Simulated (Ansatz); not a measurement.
Ideal-gas functions of CH2FNS, SMILES `N=C(F)S` at 800 K and 1 bar, from an Ansatz frequency run at PBE0-D4/def2-TZVP.

Molar mass 79.1 g/mol, point group Cs (symmetry number 1), electronic degeneracy 1, moments of inertia 45.948, 98.493, 144.44 u Å². Harmonic wavenumbers (cm⁻¹, unscaled): 272, 356, 481, 614, 757, 819, 946, 998, 1251, 1774, 2727, 3592.

Use S(trans) = R[1.5 ln M + 2.5 ln T − 1.1517]; rotational temperatures θ = 24.2544 K / I; S(rot) = R[ln(√π/σ · √(T³/θAθBθC)) + 1.5]; for each mode x = 1.438777 ν̃/T, S = R[x/(eˣ − 1) − ln(1 − e⁻ˣ)] and H = RT x/(eˣ − 1); 1 cm⁻¹ = 0.0119627 kJ/mol; R = 8.31446 J/(mol·K).

Q: By hand: the entropy, in J/(mol·K).

A: Translation 183.9. Rotation: θ = 0.5279, 0.2463, 0.1679 K, giving 116.5. Vibration, mode by mode: 14.34, 12.16, 9.77, 7.90, 6.36, 5.81, 4.83, 4.48, 3.13, 1.49, 0.37, 0.10, in all 70.7. Electronic 0.0. Sum 371.1 J/(mol·K).

Q: By hand: H − E and G − E in kJ/mol, counted from the electronic energy.

A: Zero-point energy ½ × 14587 × 0.0119627 = 87.2; thermal vibration 31.7; translation, rotation and pV give 4 RT = 26.6. H − E = 145.5 kJ/mol, and G − E = 145.5 − 800 × 371.1/1000 = -151.4 kJ/mol.

Vibration gives 19 % of the entropy. The sum counts one conformer and one mirror image; others add a mixing term.
